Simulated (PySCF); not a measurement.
**Stretching AlC⁺**

Set-up: PySCF, spin-free X2C with a Gaussian nucleus, basis sets Al jorge-DZP-DKH, C jorge-DZP-DKH. Energies in eV from Al⁺ + C in their ground configurations at the same level. All curves are PBE0. state 1: Ms = 1 determinant of mixed spin (⟨S²⟩ near 2.4), unpaired electrons π ↑↑; state 2: ³Π (triplet), unpaired electrons σ ↑, π ↑, a second solution, started from another occupation; state 3: Ms = 0 determinant of mixed spin (⟨S²⟩ near 1.0), unpaired electrons π ↑↓, a mixture of terms (⟨Lz²⟩ = 2.0), a second solution, started from another occupation; state 4: Ms = 0 determinant of mixed spin (⟨S²⟩ near 1.0), unpaired electrons σ ↓, π ↑, a second solution, started from another occupation.

| R (Å) | state 1 | state 2 | state 3 | state 4 |
| --- | --- | --- | --- | --- |
| 1.690 | -0.2088 | 1.6056 | 0.5821 | 1.7597 |
| 1.768 | -0.5788 | 0.9055 | 0.1629 | 1.0691 |
| 1.847 | -0.7718 | 0.4148 | -0.0813 | 0.5914 |
| 1.906 | -0.8347 | 0.1482 | -0.1824 | 0.3369 |
| 1.965 | -0.8481 | -0.0521 | -0.2328 | 0.1503 |
| 2.024 | -0.8269 | -0.2017 | -0.2460 | 0.0159 |
| 2.103 | -0.7647 | -0.3414 | -0.2242 | -0.1020 |
| 2.201 | -0.6605 | -0.4482 | -0.1589 | -0.1806 |
| 2.319 | -0.5283 | -0.5121 | -0.0563 | -0.2120 |
| 2.476 | -0.3704 | -0.5338 | 0.0828 | -0.1970 |

Q: Put a parabola through the three lowest points of the state 1 curve and estimate Re, k and ωe (reduced mass 8.306 u; 1 eV/Å² = 0.16022 mdyn/Å; ωe = 1302.8·√(k/μ) cm⁻¹).

A: Through R = 1.906, 1.965, 2.024 Å the second-order coefficient is 4.97 eV/Å², so Re ≈ 1.958 Å, k ≈ 1.59 mdyn/Å and ωe ≈ 570 cm⁻¹. A polynomial fit of higher order to the unrounded PBE0 energies gives Re = 1.955 Å, k = 1.69 mdyn/Å, ωe = 587 cm⁻¹; anharmonicity and rounding make the difference.

The higher-order fit for each curve: state 1: Re = 1.955 Å, ωe = 587 cm⁻¹, De = 0.85 eV; state 2: Re = 2.467 Å, ωe = 228 cm⁻¹, minimum 0.53 eV below the ground-state fragments; state 3: Re = 2.021 Å, ωe = 502 cm⁻¹, minimum 0.246 eV below the ground-state fragments; state 4: Re = 2.345 Å, ωe = 277 cm⁻¹, minimum 0.213 eV below the ground-state fragments.

For an ion De counts to the pair picked by the measured ionisation energies or electron affinities, which need not be the lowest pair at this level. The state is the lowest determinant that a PBE0 search found; another state may lie lower at other levels.
